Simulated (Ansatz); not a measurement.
fcc Ir was calculated with rVV10 in Ansatz (PAW).

Numerical settings: plane-wave cutoff 520 eV, 24×24×24 k mesh, Fermi–Dirac smearing 0.05 eV, no spin polarisation, scalar-relativistic PAW data made under PBE.

The volume scan:

```json
[
 {"V (Å³/atom)": "14.023", "E − E_lowest (meV/atom)": "61.85", "P (GPa)": "23.51"},
 {"V (Å³/atom)": "14.321", "E − E_lowest (meV/atom)": "26.41", "P (GPa)": "14.72"},
 {"V (Å³/atom)": "14.620", "E − E_lowest (meV/atom)": "6.38", "P (GPa)": "6.94"},
 {"V (Å³/atom)": "14.918", "E − E_lowest (meV/atom)": "0.00", "P (GPa)": "0.05"},
 {"V (Å³/atom)": "15.216", "E − E_lowest (meV/atom)": "5.70", "P (GPa)": "-6.05"},
 {"V (Å³/atom)": "15.515", "E − E_lowest (meV/atom)": "22.08", "P (GPa)": "-11.44"},
 {"V (Å³/atom)": "15.813", "E − E_lowest (meV/atom)": "47.91", "P (GPa)": "-16.20"}
]
```

### Question
Fit the third-order Birch–Murnaghan equation and give B0 and B′.

### Answer
V0 = 14.920 Å³/atom, B0 = 324 GPa, B′ = 5.1 (fit to the energies at full precision).

Measured, for comparison: bulk modulus 365 GPa (corrected for temperature and zero-point phonon effects; as tabulated in Levämäki et al. (2014), arXiv:1402.3671); equilibrium volume per atom 14.06 Å³/atom (static lattice: zero-point anharmonic expansion removed; as tabulated in Mejia-Rodriguez and Trickey (2018), arXiv:1807.09216). Computed (rounded) less measured: bulk modulus -11 %, equilibrium volume per atom +6.1 %.

Spin–orbit coupling is not included.

The computed numbers hold no vibrational or temperature effects.

Ansatz is an electronic-structure program.
